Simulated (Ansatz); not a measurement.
B3. Total charge 0; doublet. Geometry PBE-D4/def2-TZVP, basis def2-TZVP, Ansatz.

```xyz
3

B    -0.619   -0.195    0.620
B     0.821   -0.360    0.057
B    -0.202    0.555   -0.677
```

```csv
run,HOMO (eV),LUMO (eV)
A,-6.59,-5.19
B,-7.83,-3.84
C,-9.49,-2.70
D,-8.48,-3.29
E,-6.62,-5.30
F,-7.68,-4.26
```

The structure comes from a short search, and lower isomers may exist.

HOMO and LUMO are taken over both spins.

Question: The runs used BHLYP, PBE, PBE0, r2SCAN0, revPBE, ωB97M-V. Estimate which is which.

Answer: A revPBE (0 % exact exchange); B r2SCAN0 (25 % exact exchange); C ωB97M-V (range-separated); D BHLYP (50 % exact exchange); E PBE (0 % exact exchange); F PBE0 (25 % exact exchange). Exact exchange lowers occupied and raises empty levels; among semilocal functionals meta-GGAs tend to open the gap a little, and such runs are hard to tell apart. The gap grows from 1.31 eV (PBE) to 6.79 eV (ωB97M-V). At r2SCAN0-D4/def2-TZVP, BHLYP-D4/def2-TZVP, PBE0-D4/def2-TZVP the charge 0 doublet is spin-contaminated (final ⟨S²⟩ up to 0.95, 0.75 for a pure state).
